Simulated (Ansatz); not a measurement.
Input file:

```yaml
crystal:
  periodic: [false, false, false]
  atoms:
    - {symbol: F, position_ang: [0.000000, -0.771205, 1.406859]}
    - {symbol: P, position_ang: [0.000000, 0.637627, 0.634340]}
    - {symbol: P, position_ang: [0.000000, -0.164593, -1.497266]}
basis:
  gaussian: {orbitals: cc-pVDZ}
magnetization: {spin_polarized: true, initial_magnetization: 3}
hamiltonian: {xc: {name: PBE}}
correlation: {method: ccsd_t, electrons: valence}
output: {forces: true}
```

```sh
$ ansatz run in.yaml --threads 1 --pin off --events-out ev --progress --plain --max-ram 2393MiB
```

**Question.** Roughly how long does this take on 1 thread of Intel Xeon, shared host, and how much host memory?

**Answer.** 29 s wall and 0.18 GiB.

```
515 factors; integrals over basis functions are off by at most 1.1e-3 eV
mean field evaluation 1: about -21279.9104 eV, gradient 1.7e1 eV
mean field evaluation 2: about -21279.9076 eV, gradient 1.7e1 eV
mean field evaluation 4: about -21280.7090 eV, gradient 4.3e0 eV
mean field evaluation 8: about -21280.8142 eV, gradient 1.6e-1 eV
mean field evaluation 16: about -21280.8144 eV, gradient 5.7e-5 eV
mean field evaluation 32: about -21279.8264 eV, gradient 2.0e-1 eV
mean field evaluation 64: about -21277.5802 eV, gradient 1.8e1 eV
mean field -21280.81442310 eV, -782.0555053950 hartree, gradient 3.2e-6 eV, S^2 3.758447; 8 other end points of the search recorded, 0 dependent functions left out
11 core orbitals not correlated: weight in the atoms' cores, before any rotation towards them, 1.000 or more for the frozen orbitals, at most 0.000 for the correlated occupied ones
reference -21247.93652353 eV, -780.8472648709 hartree; 10, 7 occupied and 29, 32 virtual orbitals, 515 factors
second order -10.22556411 eV of doubles, -0.58722113 eV of singles
cycle   1  -10.57090282 eV  change    2.1e-1 eV  update   1.1e-1
cycle   2  -10.94491595 eV  change   -3.7e-1 eV  update   5.5e-2
cycle   3  -11.06889620 eV  change   -1.2e-1 eV  update   1.4e-2
cycle   4  -11.07746519 eV  change   -8.6e-3 eV  update   6.1e-3
cycle   5  -11.07943851 eV  change   -2.0e-3 eV  update   3.0e-3
cycle   6  -11.08094752 eV  change   -1.5e-3 eV  update   1.3e-3
cycle   7  -11.08083149 eV  change    1.2e-4 eV  update   5.9e-4
cycle   8  -11.08085032 eV  change   -1.9e-5 eV  update   2.5e-4
cycle   9  -11.08089895 eV  change   -4.9e-5 eV  update   1.1e-4
cycle  10  -11.08084555 eV  change    5.3e-5 eV  update   4.5e-5
cycle  11  -11.08084572 eV  change   -1.6e-7 eV  update   2.4e-5
cycle  12  -11.08084405 eV  change    1.7e-6 eV  update   1.3e-5
cycle  13  -11.08084753 eV  change   -3.5e-6 eV  update   8.8e-6
cycle  14  -11.08084868 eV  change   -1.2e-6 eV  update   5.1e-6
cycle  15  -11.08084984 eV  change   -1.2e-6 eV  update   2.5e-6
cycle  16  -11.08084853 eV  change    1.3e-6 eV  update   1.2e-6
cycle  17  -11.08084861 eV  change   -7.4e-8 eV  update   4.8e-7
perturbative correction -0.32667164 eV, -0.0120049613 hartree
the calculation of the forces begins
Total energy: -21259.34404377 eV, -781.2664835077 hartree
Atom 0 at     0.000000    -0.771205     1.406859 Å, force     0.000000    -1.723318     0.925451 eV/Å
Atom 1 at     0.000000     0.637627     0.634340 Å, force    -0.000000     1.976030    -0.288232 eV/Å
Atom 2 at     0.000000    -0.164593    -1.497266 Å, force     0.000000    -0.252712    -0.637218 eV/Å
Dipole moment:     0.000000     0.172866    -0.108018 e Å
```

Forces (eV/Å):
```
F    0.000 -1.723  0.925
P    0.000  1.976 -0.288
P    0.000 -0.253 -0.637
```
